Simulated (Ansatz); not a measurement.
# OF₂, singlet: CASSCF and its corrections

Program: Ansatz, Gaussian basis, development build. Basis aug-cc-pVTZ, nonrelativistic, no frozen core. State-specific CASSCF; RHF is the lowest restricted (open-shell) Hartree–Fock solution met. No symmetry is imposed, so a solution can break that of the shape. No proof that the lowest CASSCF solution was found.

Geometry:

```xyz
3

O     0.0000    0.0000    0.0000
F     0.0000    1.1003    0.8737
F     0.0000   -1.1003    0.8737
```

Problem. What do CASSCF and its corrections give against RHF in CAS(14,9), and what are the occupations?

Solution. CASSCF -3.501 eV, SC-NEVPT2 -21.735 eV; occupations 2.00, 2.00, 2.00, 2.00, 1.99, 1.92, 1.91, 0.10, 0.09.

Problem. Roughly how much CPU time does a whole run from the default start take (median of such runs, summed over threads; nearly all runs on one pinned thread of a shared server, mostly Xeon at 2.3 to 2.6 GHz, by a development driver)?

Solution. CAS(14,9): about 23 s. Other jobs ran beside these, and the count of passes differs.
